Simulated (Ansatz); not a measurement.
**SiNH4 (doublet): the correlation ladder at distance N1–H4 along a hydrogen transfer = 1.398 Å, cc-pVDZ**

One table from this session's results is given with a row withheld; the runs are named, their logs left out.

Program: Ansatz 0.2.0, Gaussian basis. Level of theory: cc-pVDZ, core rule «outside noble gas», up to 6 orbitals frozen. These are calculated values, not measurements.

The runs, in order: UHF; CCSD(T) on ROHF; CCSD(T) on UHF; BCCD(T) on ROHF; CISD; CCSDT(Q) on ROHF; CCSDT(Q) on UHF; CASSCF and MRCISD+Q, 3 electrons in 3 orbitals; CASSCF and NEVPT2, 3 electrons in 3 orbitals.

8 further runs of the same task are left out: 6 that didn't finish, 2 set aside as unsound or not needed.

## What is computed

The geometry derives from fragments relaxed apart (PBE0/def2-TZVP) and kept rigid, so it is no stationary point. A hydrogen atom is moved between rigid fragments.

6 atoms, charge 0, spin multiplicity 2.

Atoms are counted from 1 here; the program's logs count them from 0.

Bond lengths: N1–H2 1.012 Å, N1–H3 1.012 Å, Si5–H6 1.532 Å. Angles: H2–N1–H3 107.1°.

The first run:

Contents of in.yaml:

```yaml
crystal:
  periodic: [false, false, false]
  atoms:
    - {symbol: N, position_ang: [-1.998627, 0.019973, -0.019236]}
    - {symbol: H, position_ang: [-2.295907, 0.987807, -0.019236]}
    - {symbol: H, position_ang: [-2.295906, -0.382326, 0.861023]}
    - {symbol: H, position_ang: [-0.600627, 0.019973, -0.019236]}
    - {symbol: Si, position_ang: [1.128373, 0.019973, -0.019236]}
    - {symbol: H, position_ang: [1.524807, -1.459540, -0.019236]}
basis:
  gaussian: {orbitals: cc-pVDZ}
magnetization: {spin_polarized: true, initial_magnetization: 1}
hamiltonian: {xc: hf}
output: {orbitals: {seedname: orbitals}}
```

The run is started by

```bash
ansatz run in.yaml --threads 1 --pin off --events-out ev --progress --plain --max-ram 2393MiB
```

Among the steps run: UHF; CCSD(T) on ROHF; CCSD(T) on UHF; BCCD(T) on ROHF; CISD; CCSDT(Q) on ROHF; CCSDT(Q) on UHF; CASSCF and MRCISD+Q, 3 electrons in 3 orbitals; CASSCF and NEVPT2, 3 electrons in 3 orbitals.

One table of the session follows, with a row left open; its other results are not shown here.

```
       method  from UCCSDT(Q) (meV)
         ROHF               +8918.6
         RMP2               +1435.8
         UMP2               +1546.2
         CISD               +1217.2
        RCCSD                +311.5
        UCCSD                +297.4
     RCCSD(T)                 +73.7
     UCCSD(T)                 +77.9
      BCCD(T)                 +71.6
       RCCSDT                     ?
       UCCSDT                 +27.3
    RCCSDT(Q)                  -2.0
    UCCSDT(Q)                     0
  CASSCF pair               +8121.3
  NEVPT2 pair               +1375.5
  MRCISD pair               +1000.0
MRCISD+Q pair                +173.8
```

**Question.** Estimate the row for RCCSDT.

As computed: from UCCSDT(Q) (meV): +27.1. In the column «from UCCSDT(Q) (meV)» it lies between UCCSDT(Q) (0) and UCCSDT (+27.3).

Left out of the table: UHF (another determinant or state than the rows shown).

To keep in mind: Restricted and unrestricted rows rest on different reference determinants; where their highest levels disagree by more than a few hundredths of an eV, they describe different states and don't form one ladder.
